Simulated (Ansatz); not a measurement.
What each rung costs, and what it gives

Saddle point of SiN$_{2}$H$_{10}$, closed shell (SiH₄ + NH₃ + NH₃ → SiNH₅ ([NH2][SiH3]) + NH₃ + H₂; bonds formed: Si1–N7, H2–H8, H6–N9; bonds broken: Si1–H2, H6–N7, H8–N9), PBE0-D4/def2-TZVP structure:

```
13
angstrom
Si -0.9669 -0.6025 0.8214
H -0.2797 -1.2737 -0.6147
H -2.0897 -1.5791 0.6522
H 0.2565 -1.1087 1.5403
H -1.5556 0.1735 2.0175
H 0.7596 0.8280 -0.4356
N -0.7452 0.9714 -0.1085
H 0.9626 -0.7141 -0.7897
N 1.6179 0.1642 -0.7482
H -1.1447 1.7575 0.3924
H -1.1714 0.9248 -1.0285
H 2.3425 0.0669 -0.0473
H 2.0141 0.3919 -1.6515
```

Barriers are electronic and count from the start structure reached by relaxing down the imaginary mode.

Computed with Ansatz 0.2.0 (basis: as named in each row); correlated methods freeze the cores. B3LYP uses VWN-RPA correlation. Extrapolation: Hartree–Fock as exp(−7.88 √X), correlation as X^−2.97.

Times are rough, for one single point on 4 threads of a shared host (Arm Neoverse V1).

The estimate by CCSD(T) at an estimated basis limit (MP2 extrapolated from triple and quadruple zeta, plus CCSD(T) − MP2 in triple zeta) is 40.71 kcal/mol.

```
      method       basis  time (s)  barrier (kcal/mol)  method less estimate
          HF      STO-3G   under 1               85.35                 44.64
      PBE-D4      STO-3G   under 1               29.06                -11.66
       SPW92    def2-SVP   under 1               15.89                -24.82
    B3LYP-D4       6-31G   under 1               34.62                 -6.10
      PBE-D4    def2-SVP   under 1               28.97                -11.75
     PBE0-D4    def2-SVP         1               32.83                 -7.88
       SPW92  def2-TZVPP         1               19.07                -21.65
      PBE-D4  def2-TZVPP         2               31.58                 -9.13
     BLYP-D4  def2-TZVPP         2               37.46                 -3.25
     PBE0-D4  def2-TZVPP         2               34.56                 -6.16
    B3LYP-D4  def2-TZVPP         3               39.37                 -1.35
    BHLYP-D4  def2-TZVPP         3               43.22                  2.50
   r2SCAN-D4  def2-TZVPP         3               33.60                 -7.11
     CCSD(T)    def2-SVP         3               43.21                  2.49
     wB97M-V    def2-SVP         4               37.19                 -3.52
CAM-B3LYP-D4  def2-TZVPP         4               39.68                 -1.04
  r2SCAN0-D4  def2-TZVPP         5               35.84                 -4.88
    PBE-QIDH  def2-TZVPP         6               37.57                 -3.15
      B2PLYP  def2-TZVPP         7               41.34                  0.62
  RPA on PBE  def2-TZVPP         7               43.06                  2.34
      B97M-V  def2-TZVPP         8               36.19                 -4.53
     wB97M-V  def2-TZVPP         8               39.82                 -0.90
     wB97X-V  def2-TZVPP         9               40.16                 -0.56
         MP2  def2-QZVPP        31               39.31                 -1.40
     CCSD(T)  def2-TZVPP       100               41.55                  0.83
```

All methods are single points on the PBE0-D4 structures.

No T1 diagnostic of these runs exceeds 0.011.

Labels in which every atom is bracketed show which atoms are joined, not bond orders.
